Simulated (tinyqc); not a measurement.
Pariser-Parr-Pople SCF with singles CI, for the molecule Clc1cc[cH-]c1 (SMILES; centres numbered as the heavy atoms are written), step by step. One step of it, computed by the program tinyqc.

Task: Iteration 3: orbitals and new P. Diagonalise F (the basis is taken as orthonormal) and form P = 2 sum c c over the lowest orbitals; 0.3 of the old P is kept.

F (eV):
```
           1Cl         2C         3C         4C         5C         6C
1Cl  -7.316798  -1.975287   0.233277  -0.081459  -0.081459   0.233277
2C   -1.975287   0.627857  -4.583140   0.760325   0.760325  -4.583140
3C    0.233277  -4.583140   0.970226  -5.075586   0.512925   0.684389
4C   -0.081459   0.760325  -5.075586   0.629184  -4.572171   0.512925
5C   -0.081459   0.760325   0.512925  -4.572171   0.629184  -5.075586
6C    0.233277  -4.583140   0.684389   0.512925  -5.075586   0.970226
```

pi electrons, sum of z_r less the charge = 8

P after iteration 2:
```
           1Cl         2C         3C         4C         5C         6C
1Cl   1.984893   0.098448  -0.089614   0.043150   0.043150  -0.089614
2C    0.098448   1.355648   0.580749  -0.275452  -0.275452   0.580749
3C   -0.089614   0.580749   1.177473   0.710957  -0.185847  -0.248033
4C    0.043150  -0.275452   0.710957   1.152257   0.577763  -0.185847
5C    0.043150  -0.275452  -0.185847   0.577763   1.152257   0.710957
6C   -0.089614   0.580749  -0.248033  -0.185847   0.710957   1.177473
```

Give: orbital energies; P after iteration 3.

Result:

orbital energies (eV): -8.2930  -6.9732  -3.3615  -2.8161  8.8487  9.1050

P after iteration 3:
```
         1Cl       2C       3C       4C       5C       6C
1Cl   1.9840   0.1071  -0.0916   0.0402   0.0402  -0.0916
2C    0.1071   1.2808   0.6132  -0.2673  -0.2673   0.6132
3C   -0.0916   0.6132   1.1776   0.6878  -0.2220  -0.2318
4C    0.0402  -0.2673   0.6878   1.1899   0.5994  -0.2220
5C    0.0402  -0.2673  -0.2220   0.5994   1.1899   0.6878
6C   -0.0916   0.6132  -0.2318  -0.2220   0.6878   1.1776
```
